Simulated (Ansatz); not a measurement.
A made-up structure of CH$_{3}$BLi, doublet:

```
6
angstrom
Li -1.7656 -0.1127 0.6107
C 0.0515 -0.9786 -0.2225
B 0.3516 0.5742 -0.0066
H 0.4063 -2.0758 -0.5788
H 1.5365 1.1359 -0.3150
H -0.5803 1.4570 0.5123
```

It is relaxed with PBE-D4/def2-SVP and then PBE0-D4/def2-TZVP (Ansatz 0.2.0). Atoms count as bonded within 1.22 times the sum of their covalent radii (H–H: 0.88 Å). The end point is not checked to be a true minimum.

**Question.** Does its bonding change? (Judge from chemistry; the calculation decides.)

**Answer.** Computed: Yes. Formed: Li1–H6; broken: none.

Where it ends: The first stage lowers the energy by 0.99 eV in 5 steps. It ends as CH₃BLi ([H]1[Li]2[CH][BH]12):
```csv
atom,x (Å),y (Å),z (Å)
Li1,-1.5762,-0.1004,0.5453
C2,0.0460,-0.8738,-0.1987
B3,0.3138,0.5127,-0.0058
H4,0.3630,-1.8533,-0.5169
H5,1.3717,1.0139,-0.2813
H6,-0.5183,1.3008,0.4574
```

Labels in which every atom is bracketed show which atoms are joined, not bond orders.

For scale, one of the runs: PBE0-D4/def2-TZVP relaxation, 94 basis functions, launched by `ansatz run in.yaml --threads 2 --pin off --events-out ev --progress --plain --max-ram 4352MiB`. The run took about 6 s on 2 CPU threads of an Intel Xeon 6975P-C (shared host).
